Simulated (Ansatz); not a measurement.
# C₃H₄ClF: up Jacob's ladder to CCSD(T)

An exercise on one series of results from a longer session: the logs are not shown, and one member is left open.

The runs use Ansatz 0.2.0, Gaussian basis; functionals in def2-TZVPP, the program's frozen cores in correlated methods.

The runs, in order: LDA (SPW92), PBE-D4, revPBE-D4, BLYP-D4, r2SCAN-D4, B97M-V, PBE0-D4, B3LYP-D4, r2SCANh-D4, r2SCAN0-D4, HSE06-D4, BHLYP-D4, CAM-B3LYP-D4, LC-ωPBE, ωB97X-V, ωB97M-V, B2PLYP, PBE-QIDH; CCSD(T)/def2-SVP; CCSD(T)/def2-TZVPP; MP2/def2-QZVPP; extrapolation to the limit; RPA on PBE.

## The geometry

All runs share one geometry, relaxed beforehand with PBE0-D4 in a triple-zeta def2 set.

SMILES `C=C(F)CCl`, 9 atoms, charge 0, spin multiplicity 1.

Atoms are counted from 1 here; the program's logs count them from 0.

Bond lengths: C1–C2 1.321 Å, C1–H6 1.082 Å, C1–H7 1.080 Å, C2–F3 1.339 Å, C2–C4 1.479 Å, C4–Cl5 1.788 Å, C4–H8 1.087 Å, C4–H9 1.090 Å. Angles: C2–C1–H6 121.0°, C2–C1–H7 119.9°, H6–C1–H7 119.1°, C1–C2–F3 120.6°, C1–C2–C4 126.6°, F3–C2–C4 112.8°, C2–C4–Cl5 111.6°, C2–C4–H8 110.4°, C2–C4–H9 110.7°, Cl5–C4–H8 107.7°, Cl5–C4–H9 106.5°, H8–C4–H9 109.8°.

Set-up of the first run:

Contents of in.yaml:

```yaml
crystal:
  periodic: [false, false, false]
  atoms:
    - {symbol: C, position_ang: [-0.450103, 0.751385, 1.134214]}
    - {symbol: C, position_ang: [0.386609, 0.232747, 0.253661]}
    - {symbol: F, position_ang: [1.682101, 0.569225, 0.264744]}
    - {symbol: C, position_ang: [0.059844, -0.757673, -0.795219]}
    - {symbol: Cl, position_ang: [0.248055, -0.068913, -2.434285]}
    - {symbol: H, position_ang: [-0.106410, 1.452190, 1.883010]}
    - {symbol: H, position_ang: [-1.495493, 0.479356, 1.109970]}
    - {symbol: H, position_ang: [-0.969764, -1.091384, -0.693365]}
    - {symbol: H, position_ang: [0.733462, -1.613132, -0.739829]}
basis:
  gaussian: {orbitals: def2-TZVPP}
hamiltonian: {xc: lda}
output: {orbitals: {seedname: orbitals}}
```

Command:

```sh
> ansatz run in.yaml --threads 2 --pin off --events-out ev --progress --plain --max-ram 4352MiB
```

Steps of the session up to this table: LDA; PBE-D4 (GGA); revPBE-D4 (GGA); BLYP-D4 (GGA); r2SCAN-D4 (meta-GGA); B97M-V (meta-GGA); B3LYP-D4 (hybrid); r2SCANh-D4 (hybrid); r2SCAN0-D4 (hybrid); HSE06-D4 (hybrid); BHLYP-D4 (hybrid); CAM-B3LYP-D4 (range-separated); LC-ωPBE (range-separated); ωB97X-V (range-separated); ωB97M-V (range-separated); B2PLYP (double hybrid); PBE-QIDH (double hybrid).

One of the session's tables, all rows but one given; the rest of the session is left out.

It belongs to the step «Frontier levels by functional». 

| functional | HOMO (eV) | gap (eV) |
| --- | --- | --- |
| LDA (SPW92) | -6.84 | 5.04 |
| PBE-D4 | -6.64 | 5.08 |
| revPBE-D4 | -6.56 | 5.10 |
| BLYP-D4 | -6.49 | 5.06 |
| r2SCAN-D4 | -6.88 | 5.52 |
| B97M-V | -6.91 | 5.64 |
| PBE0-D4 | -7.87 | 7.33 |
| B3LYP-D4 | -7.64 | 6.86 |
| r2SCANh-D4 | -7.34 | 6.36 |
| r2SCAN0-D4 | -8.03 | 7.61 |
| HSE06-D4 | -7.46 | 6.55 |
| BHLYP-D4 | -8.95 | 9.54 |
| CAM-B3LYP-D4 | ? | ? |
| LC-ωPBE | -10.60 | 12.42 |
| ωB97X-V | -10.21 | 11.95 |
| ωB97M-V | -10.10 | 11.73 |

**Question.** Estimate the row for CAM-B3LYP-D4.

**Answer.** HOMO (eV): -9.23; gap (eV): 9.84. In the column «HOMO (eV)» it lies between ωB97M-V (-10.10) and BHLYP-D4 (-8.95).
